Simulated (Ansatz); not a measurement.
Geometry optimisation, RKS CAM-B3LYP-D4/6-31G* (Ansatz 0.2.0).

input.yaml

```yaml
crystal:
  periodic: [false, false, false]
  atoms:
    - { symbol: B, position_ang: [0.03137, 0.343637, -0.032168] }
    - { symbol: F, position_ang: [-0.102517, 0.414901, 1.288263] }
    - { symbol: H, position_ang: [1.125793, 0.467147, -0.491535] }
    - { symbol: H, position_ang: [-0.967047, 0.279673, -0.685324] }
    - { symbol: O, position_ang: [0.169275, -2.186759, 0.552517] }
    - { symbol: H, position_ang: [-0.742621, -2.479369, 0.409779] }
    - { symbol: H, position_ang: [0.127547, -1.69283, 1.403068] }
basis:
  gaussian: { orbitals: "6-31G*" }
hamiltonian:
  xc: cam_b3lyp
  dispersion: d4
relax:
  f_tol: 0.03
  max_steps: 50
```

Run as:

```bash
$ ansatz run input.yaml --threads 1 --pin off --max-ram 2048MiB --backend cpu --events-out ev --progress --plain --runs-dir out
```

Q: Where does it end, and by what steps?

A: The forces met the threshold. The force dipped under the threshold on the way, but the program's further checks kept it going. After 17 steps the energy has fallen by 0.281 eV; H6 moved furthest, 0.57 Å. Joined: B1–O5 (2.60 → 1.76 Å).

```json
{"step": "0", "energy less start (eV)": "0.0000", "largest force component (eV/Å)": "0.630", "accepted": "yes"}
{"step": "1", "energy less start (eV)": "-0.0593", "largest force component (eV/Å)": "1.379", "accepted": "yes"}
{"step": "2", "energy less start (eV)": "-0.1333", "largest force component (eV/Å)": "1.734", "accepted": "yes"}
{"step": "3", "energy less start (eV)": "-0.2249", "largest force component (eV/Å)": "1.466", "accepted": "yes"}
{"step": "4", "energy less start (eV)": "-0.2637", "largest force component (eV/Å)": "0.299", "accepted": "yes"}
{"step": "5", "energy less start (eV)": "-0.2679", "largest force component (eV/Å)": "0.097", "accepted": "yes"}
{"step": "6", "energy less start (eV)": "-0.2694", "largest force component (eV/Å)": "0.070", "accepted": "yes"}
{"step": "7", "energy less start (eV)": "-0.2707", "largest force component (eV/Å)": "0.216", "accepted": "yes"}
{"step": "8", "energy less start (eV)": "-0.2724", "largest force component (eV/Å)": "0.089", "accepted": "yes"}
{"step": "9", "energy less start (eV)": "-0.2770", "largest force component (eV/Å)": "0.056", "accepted": "yes"}
{"step": "10", "energy less start (eV)": "-0.2792", "largest force component (eV/Å)": "0.028", "accepted": "yes"}
{"step": "11", "energy less start (eV)": "-0.2445", "largest force component (eV/Å)": "1.283", "accepted": "no"}
{"step": "12", "energy less start (eV)": "-0.2796", "largest force component (eV/Å)": "0.024", "accepted": "yes"}
{"step": "13", "energy less start (eV)": "-0.2785", "largest force component (eV/Å)": "0.307", "accepted": "no"}
{"step": "14", "energy less start (eV)": "-0.2800", "largest force component (eV/Å)": "0.042", "accepted": "yes"}
{"step": "15", "energy less start (eV)": "-0.2802", "largest force component (eV/Å)": "0.125", "accepted": "yes"}
{"step": "16", "energy less start (eV)": "-0.2805", "largest force component (eV/Å)": "0.051", "accepted": "yes"}
{"step": "17", "energy less start (eV)": "-0.2806", "largest force component (eV/Å)": "0.025", "accepted": "yes"}
```

```xyz
7
Properties=species:S:1:pos:R:3
B -0.010 0.005 0.058
F -0.389 0.467 1.293
H 1.143 0.184 -0.236
H -0.856 0.038 -0.797
O 0.029 -1.726 0.355
H -0.869 -1.974 0.635
H 0.595 -1.847 1.137
```

Time of the run: 24 s on 1 thread of Arm Neoverse V2 (shared host), peak memory 0.12 GiB.
